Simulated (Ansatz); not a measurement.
Born–Oppenheimer molecular dynamics of H2LiOSi (5 atoms, charge 1, multiplicity 1). It goes on from the last frame of an earlier run, with new velocities.

Computed with Ansatz 0.2.0, RKS PBE0/6-31G*.

| Property | Result |
| --- | --- |
| ensemble | NVE (Milne-controlled integrator) |
| time step | 0.5 fs |
| steps asked | 266 |
| starting velocities drawn for | 1000 K |
| seed | 390218 |

First frame:

```xyz
5
Properties=species:S:1:pos:R:3
Li -1.969 -0.322 1.708
O -0.682 -0.036 0.562
Si 0.514 0.044 -0.429
H 0.864 -0.953 -1.470
H 1.188 1.309 -0.342
```

**Question.** How far do the bonds stretch over the last three quarters of this one trajectory? (Pairs bonded in most of those frames.)

**Answer.** 
| bond | mean (Å) | spread (Å) | shortest | longest |
| --- | --- | --- | --- | --- |
| Li1–O2 | 1.776 | 0.055 | 1.69 | 1.86 |
| O2–Si3 | 1.549 | 0.010 | 1.53 | 1.57 |
| Si3–H4 | 1.484 | 0.030 | 1.42 | 1.53 |
| Si3–H5 | 1.493 | 0.073 | 1.38 | 1.60 |

Mean temperature of the second half: 633 K. The conserved energy stayed within 0.036 meV per atom of its start (net change -0.031 meV per atom), so the integration is sound. A run of 0.13 ps of so small a system gives no equilibrium averages. Limits of this set-up: the dipole of an ion depends on the origin.

The run took 2.8 min on 1 CPU thread of a shared host.
